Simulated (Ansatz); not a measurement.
# C2H8Si: the cost of one run

Method: RKS LDA/6-31G*, in Ansatz 0.2.0.

### 1 Starting point

Bond lengths: Si1–H2 1.460 Å, Si1–H3 1.460 Å, Si1–C4 1.869 Å, C4–H5 1.110 Å, C4–H6 1.110 Å, C4–H7 1.110 Å, Si1–C8 1.869 Å, C8–H9 1.110 Å, C8–H10 1.110 Å, C8–H11 1.110 Å. Angles (14 of 18 angles, heavy atoms first): C4–Si1–C8 109.5°, H2–Si1–C4 109.5°, H2–Si1–C8 109.5°, H3–Si1–C4 109.5°, H3–Si1–C8 109.5°, Si1–C4–H5 109.5°, Si1–C4–H6 109.5°, Si1–C4–H7 109.5°, Si1–C8–H9 109.5°, Si1–C8–H10 109.5°, Si1–C8–H11 109.5°, H2–Si1–H3 109.5°, H5–C4–H6 109.4°, H5–C4–H7 109.4°.

Structure file:

```xyz
11

Si    0.0000    0.0000    0.0000
H     0.0000    0.0000    1.4600
H     1.3768    0.0000   -0.4862
C    -0.8808    1.5259   -0.6227
H    -1.9334    1.2723   -0.8671
H    -0.8624    2.3106    0.1622
H    -0.3704    1.9025   -1.5336
C    -0.8808   -1.5259   -0.6227
H    -1.3804   -2.0377    0.2261
H    -1.6409   -1.2332   -1.3768
H    -0.1449   -2.2146   -1.0879
```

### 2 Relaxing the start

The input, input.yaml:

```yaml
crystal:
  periodic: [false, false, false]
  atoms:
    - { symbol: Si, position_ang: [0.0, 0.0, 0.0] }
    - { symbol: H, position_ang: [0.0, 0.0, 1.46] }
    - { symbol: H, position_ang: [1.3768, 0.0, -0.4862] }
    - { symbol: C, position_ang: [-0.8808, 1.5259, -0.6227] }
    - { symbol: H, position_ang: [-1.9334, 1.2723, -0.8671] }
    - { symbol: H, position_ang: [-0.8624, 2.3106, 0.1622] }
    - { symbol: H, position_ang: [-0.3704, 1.9025, -1.5336] }
    - { symbol: C, position_ang: [-0.8808, -1.5259, -0.6227] }
    - { symbol: H, position_ang: [-1.3804, -2.0377, 0.2261] }
    - { symbol: H, position_ang: [-1.6409, -1.2332, -1.3768] }
    - { symbol: H, position_ang: [-0.1449, -2.2146, -1.0879] }
basis:
  gaussian: { orbitals: "6-31G*" }
hamiltonian:
  xc: lda
relax:
  f_tol: 0.02
  max_steps: 40
```

On the command line:

```console
> ansatz run input.yaml --threads 1 --pin off --max-ram 2048MiB --backend cpu --events-out ev --progress --plain --runs-dir out
```

Q: Estimate wall time and peak memory on 1 thread of Arm Neoverse V2, shared host.

About 13 s, with a peak of 0.1 GiB.
